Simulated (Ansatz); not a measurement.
in.yaml

```yaml
crystal:
  periodic: [false, false, false]
  atoms:
    - {symbol: Al, position_ang: [0.000000, 0.000000, 1.347429]}
    - {symbol: P, position_ang: [0.000000, 1.047438, -0.634337]}
    - {symbol: P, position_ang: [0.000000, -1.047438, -0.634337]}
    - {symbol: H, position_ang: [0.000000, 0.000000, 2.916759]}
basis:
  gaussian: {orbitals: cc-pVDZ}
total_charge: 1
magnetization: {spin_polarized: true, initial_magnetization: 1}
correlation: {method: ccsd, electrons: outside_noble_gas, diis_vectors: 2}
scf: {omitted_lower_state_checks: [cluster_reference]}
```

```sh
$ ansatz run in.yaml --threads 1 --pin off --events-out ev --progress --plain --max-ram 2393MiB
```

The program prints:

```
these checks for a lower state are left out or cut short: cluster_reference
608 factors; integrals over basis functions are off by at most 1.3e-3 eV
mean field evaluation 1: about -25134.2206 eV, gradient 9.3e0 eV
mean field evaluation 2: about -25134.2315 eV, gradient 9.3e0 eV
mean field evaluation 4: about -25135.1431 eV, gradient 1.2e0 eV
mean field evaluation 8: about -25135.1688 eV, gradient 1.1e-3 eV
mean field evaluation 16: about -25135.2411 eV, gradient 9.9e-2 eV
mean field evaluation 32: about -25135.0247 eV, gradient 1.3e0 eV
mean field -25135.24208795 eV, -923.7031094530 hartree, gradient 2.9e-6 eV, S^2 1.104345; 4 other end points of the search recorded, 0 dependent functions left out
15 core orbitals not correlated: weight in the atoms' cores, before any rotation towards them, 1.000 or more for the frozen orbitals, at most 0.000 for the correlated occupied ones
reference -25135.24208795 eV, -923.7031094530 hartree; 7, 6 occupied and 37, 38 virtual orbitals, 608 factors
second order -6.71874962 eV of doubles, -0.00000000 eV of singles
cycle   1  -7.28453663 eV  change   -5.7e-1 eV  update   1.2e-1
cycle   2  -7.70926524 eV  change   -4.2e-1 eV  update   5.5e-2
cycle   3  -7.85551648 eV  change   -1.5e-1 eV  update   4.2e-2
cycle   4  -7.92474383 eV  change   -6.9e-2 eV  update   2.7e-2
cycle   5  -7.94831024 eV  change   -2.4e-2 eV  update   1.5e-2
cycle   6  -7.94434392 eV  change    4.0e-3 eV  update   4.5e-3
cycle   7  -7.94278551 eV  change    1.6e-3 eV  update   2.3e-3
cycle   8  -7.94252825 eV  change    2.6e-4 eV  update   8.9e-4
cycle   9  -7.94228521 eV  change    2.4e-4 eV  update   4.6e-4
cycle  10  -7.94237642 eV  change   -9.1e-5 eV  update   2.2e-4
cycle  11  -7.94232107 eV  change    5.5e-5 eV  update   8.3e-5
cycle  12  -7.94236504 eV  change   -4.4e-5 eV  update   4.7e-5
cycle  13  -7.94237792 eV  change   -1.3e-5 eV  update   2.6e-5
cycle  14  -7.94239750 eV  change   -2.0e-5 eV  update   1.5e-5
cycle  15  -7.94241998 eV  change   -2.2e-5 eV  update   1.0e-5
cycle  16  -7.94242997 eV  change   -1.0e-5 eV  update   5.0e-6
cycle  17  -7.94243715 eV  change   -7.2e-6 eV  update   3.3e-6
Total energy: -25143.18452510 eV, -923.9949886348 hartree
Checks for a lower state left out: cluster_reference
```

Ran on 1 thread of Intel Xeon, shared host: 8.5 s wall, 0.15 GiB peak host memory.
